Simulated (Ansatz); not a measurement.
# BH2Si: the cost of one run

The runs use Ansatz 0.2.0, Gaussian basis; def2-QZVPP, core rule «outside noble gas», up to 6 orbitals frozen.

Plan: UHF; ROHF; CCSD(T) on UHF.

2 further runs of the same task are left out: 2 set aside as unsound or not needed. Runs told in other sessions of the task aren't counted.

**1. The system**

The geometry is a PBE0/def2-TZVP stationary point (not a proven minimum) of the parent state, kept for this charge and spin.

4 atoms, charge 1, spin multiplicity 3.

Atoms are counted from 1 here; the program's logs count them from 0.

Bond lengths: Si1–B2 1.954 Å, Si1–H3 1.501 Å, Si1–H4 1.501 Å. Angles: B2–Si1–H3 102.8°, B2–Si1–H4 102.8°, H3–Si1–H4 107.0°.

**2. UHF**

in.yaml

```yaml
crystal:
  periodic: [false, false, false]
  atoms:
    - {symbol: Si, position_ang: [-0.085001, 0.000000, 0.494288]}
    - {symbol: B, position_ang: [0.088473, -0.000001, -1.451856]}
    - {symbol: H, position_ang: [0.709774, -1.206838, 0.899706]}
    - {symbol: H, position_ang: [0.709775, 1.206839, 0.899704]}
basis:
  gaussian: {orbitals: "def2-QZVPP.json"}
total_charge: 1
magnetization: {spin_polarized: true, initial_magnetization: 2}
hamiltonian: {xc: hf}
output: {orbitals: {seedname: orbitals}}
```

Started as:

```bash
$ ansatz run in.yaml --threads 1 --pin off --events-out ev --progress --plain --max-ram 2393MiB
```

**Question.** How long does this run take on 1 thread of Arm Neoverse V1, shared host, and how much memory does it need?

About 6 s, with a peak of 0.29 GiB.
